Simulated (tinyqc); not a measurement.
Inside a calculation. Method: UHF in the sto-3g basis, for HF, spin multiplicity 1. One step of it, computed by the program tinyqc.

Task: Iteration 1: building the Fock matrix. J_ij = sum D_kl (ij|kl) with D = D(alpha) + D(beta), K_ij = sum D_kl (ik|jl) for each spin; F = H + J - K(s); E = tr D H + tr D J / 2 - 0.5 sum_s tr D(s) K(s) + E_nn.

D(alpha) at the start, lower triangle:
```
            1F 1s      1F 2s     1F 2px     1F 2py     1F 2pz     2H 1s
1F 1s    1.050934
1F 2s   -0.220796   1.054112
1F 2px  -0.023574   0.134893   0.966650
1F 2py   0.079750  -0.456334   0.112821   0.618334
1F 2pz   0.018001   0.019729   0.089117  -0.301477   1.029691
2H 1s   -0.009905  -0.260134  -0.178322   0.603251  -0.214856  0.831185
```

D(beta) at the start, lower triangle:
```
            1F 1s      1F 2s     1F 2px     1F 2py     1F 2pz     2H 1s
1F 1s    1.050934
1F 2s   -0.220796   1.054112
1F 2px   0.023574  -0.134893   0.966650
1F 2py  -0.079750   0.456334   0.112821   0.618334
1F 2pz   0.018001   0.019729  -0.089117   0.301477   1.029691
2H 1s   -0.009905  -0.260134   0.178322  -0.603251  -0.214856  0.831185
```

core Hamiltonian H = T + V (hartree), lower triangle:
```
             1F 1s       1F 2s     1F 2px     1F 2py     1F 2pz      2H 1s
1F 1s   -40.690635
1F 2s    -9.548080  -11.156349
1F 2px    0.000000    0.000000  -8.799795
1F 2py    0.000000    0.000000   0.000000  -8.799795
1F 2pz   -0.020033   -0.228034   0.000000   0.000000  -8.961242
2H 1s    -2.658967   -5.052668   0.000000   0.000000  -3.060442  -6.046348
```

Two-electron integrals (ij|kl) in chemists' order, unique and non-zero (hartree):
```
(11|11) 5.403501   (21|11) 0.841920   (21|21) 0.156299   (22|11) 1.268028
(22|21) 0.292344   (22|22) 0.926167   (31|31) 0.027998   (32|31) 0.043169
(32|32) 0.204588   (33|11) 1.264502   (33|21) 0.292403   (33|22) 0.925959
(33|33) 0.997514   (41|41) 0.027998   (42|41) 0.043169   (42|42) 0.204588
(43|43) 0.053770   (44|11) 1.264502   (44|21) 0.292403   (44|22) 0.925959
(44|33) 0.889973   (44|44) 0.997514   (51|51) 0.027998   (52|51) 0.043169
(52|52) 0.204588   (53|53) 0.053770   (54|54) 0.053770   (55|11) 1.264502
(55|21) 0.292403   (55|22) 0.925959   (55|33) 0.889973   (55|44) 0.889973
(55|55) 0.997514   (61|11) 0.237436   (61|21) 0.043631   (61|22) 0.080841
(61|33) 0.080728   (61|44) 0.080728   (61|51) 0.001713   (61|52) 0.003190
(61|55) 0.081077   (61|61) 0.012297   (62|11) 0.524866   (62|21) 0.122306
(62|22) 0.423603   (62|33) 0.418007   (62|44) 0.418007   (62|51) 0.008078
(62|52) 0.059598   (62|55) 0.434408   (62|61) 0.034466   (62|62) 0.226130
(63|31) 0.013704   (63|32) 0.077746   (63|53) 0.012913   (63|63) 0.035969
(64|41) 0.013704   (64|42) 0.077746   (64|54) 0.012913   (64|64) 0.035969
(65|11) 0.321600   (65|21) 0.076013   (65|22) 0.282198   (65|33) 0.269587
(65|44) 0.269587   (65|51) 0.018247   (65|52) 0.116673   (65|55) 0.307113
(65|61) 0.022450   (65|62) 0.184602   (65|65) 0.186147   (66|11) 0.618698
(66|21) 0.146484   (66|22) 0.577384   (66|33) 0.557129   (66|44) 0.557129
(66|51) 0.013966   (66|52) 0.137604   (66|55) 0.617236   (66|61) 0.041659
(66|62) 0.368756   (66|65) 0.349919   (66|66) 0.774606
```

nuclear repulsion = 5.99068541 hartree

Give: Coulomb J; exchange K(alpha); exchange K(beta); F(alpha); F(beta); total energy of this density.

Result:

Coulomb J (hartree), lower triangle:
```
          1F 1s   1F 2s  1F 2px  1F 2py  1F 2pz   2H 1s
1F 1s   20.0963
1F 2s    3.8262  9.4751
1F 2px   0.0000  0.0000  9.4699
1F 2py   0.0000  0.0000  0.0243  9.3950
1F 2pz   0.0045  0.0856  0.0000  0.0000  9.5341
2H 1s    1.0678  4.3309  0.0000  0.0000  2.9301  6.0390
```

exchange K(alpha) (hartree), lower triangle:
```
          1F 1s    1F 2s   1F 2px   1F 2py  1F 2pz   2H 1s
1F 1s    5.5270
1F 2s    0.9591   1.4859
1F 2px  -0.0020   0.0562   1.2625
1F 2py   0.0069  -0.1901   0.1065   0.9338
1F 2pz   0.0034  -0.0264   0.0337  -0.1141  1.3001
2H 1s    0.2744   0.7255  -0.0159   0.0539  0.4456  0.7936
```

exchange K(beta) (hartree), lower triangle:
```
          1F 1s    1F 2s   1F 2px   1F 2py  1F 2pz   2H 1s
1F 1s    5.5270
1F 2s    0.9591   1.4859
1F 2px   0.0020  -0.0562   1.2625
1F 2py  -0.0069   0.1901   0.1065   0.9338
1F 2pz   0.0034  -0.0264  -0.0337   0.1141  1.3001
2H 1s    0.2744   0.7255   0.0159  -0.0539  0.4456  0.7936
```

F(alpha) (hartree), lower triangle:
```
           1F 1s    1F 2s   1F 2px   1F 2py   1F 2pz    2H 1s
1F 1s   -26.1214
1F 2s    -6.6810  -3.1672
1F 2px    0.0020  -0.0562  -0.5924
1F 2py   -0.0069   0.1901  -0.0822  -0.3386
1F 2pz   -0.0189  -0.1161  -0.0337   0.1141  -0.7273
2H 1s    -1.8656  -1.4473   0.0159  -0.0539  -0.5759  -0.8010
```

F(beta) (hartree), lower triangle:
```
           1F 1s    1F 2s   1F 2px   1F 2py   1F 2pz    2H 1s
1F 1s   -26.1214
1F 2s    -6.6810  -3.1672
1F 2px   -0.0020   0.0562  -0.5924
1F 2py    0.0069  -0.1901  -0.0822  -0.3386
1F 2pz   -0.0189  -0.1161   0.0337  -0.1141  -0.7273
2H 1s    -1.8656  -1.4473  -0.0159   0.0539  -0.5759  -0.8010
```

total energy of this density = -97.888389 hartree
